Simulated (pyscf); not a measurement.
# Concerted two-bond exchange: H₂B–CH₃ (SMILES BC) + HCl (SMILES Cl) -> H₃C–BH–Cl (SMILES CBCl) + H₂ (SMILES [H][H])

Gas phase, singlet surface, charge 0. Bonds broken: B2–H9, H6–Cl8. Bonds formed: B2–Cl8, H6–H9. PySCF, gas phase, ωB97X-D3(BJ)/def2-SVP geometries.

Transition state (Å):

```xyz
9

C      1.0675    -0.8669     0.3853
B      0.2967     0.3227     1.0728
H      1.3563    -1.6258     1.1300
H      0.4900    -1.3627    -0.4095
H      1.9990    -0.4782    -0.0624
H     -1.1318     0.5836     0.7393
H      0.6925     0.9668     2.0088
Cl    -1.6207    -0.4033     1.7389
H     -0.2817     1.1127     0.2320
```

One imaginary mode, 814i cm⁻¹; descent along it reached the two sides named.

```csv
bond,change,reactant side (Å),saddle,product side
B2–H9,breaks,1.215,1.291,3.2
H6–Cl8,breaks,1.285,1.487,3.2
B2–Cl8,forms,2.7,2.156,1.760
H6–H9,forms,2.7,1.123,0.760
```

Electronic energies relative to the separated reactants (kcal/mol):

| level | barrier | reaction energy | reverse barrier |
|---|---|---|---|
| ωB97X-D3(BJ)/def2-TZVP | 8.2 | -21.4 | 29.6 |
| PBE/def2-TZVP | 0.6 | -22.2 | 22.7 |
| r²SCAN/def2-TZVP | 2.5 | -22.8 | 25.2 |
| B3LYP-D3(BJ)/def2-TZVP | 7.6 | -21.2 | 28.8 |
| PBE0-D3(BJ)/def2-TZVP | 2.8 | -21.6 | 24.4 |
| M06-2X/def2-TZVP | 8.0 | -22.2 | 30.2 |
| ωB97M-D3(BJ)/def2-TZVP | 8.1 | -20.7 | 28.8 |
| HF/def2-TZVP | 28.1 | -16.3 | 44.3 |

With ωB97M-D3(BJ)/def2-TZVP energies and thermal terms (ideal gas, 1 atm, RRHO with modes under 100 cm⁻¹ raised to 100, one conformer, R ln 2 for chiral ones without a mode under 150 cm⁻¹), in kcal/mol:

```
T (K)  ΔH‡   ΔG‡     ΔH     ΔG
-----  ---  ----  -----  -----
298    8.5  18.6  -22.0  -20.5
600    8.0  29.2  -21.4  -19.2
900    8.1  39.8  -20.9  -18.2
1200   8.4  50.3  -20.6  -17.4
```

This saddle turned up in a search for another step; its sides and bond changes are read from the two ends of the descent. This is the saddle that the search found; another between the same sides may lie lower.
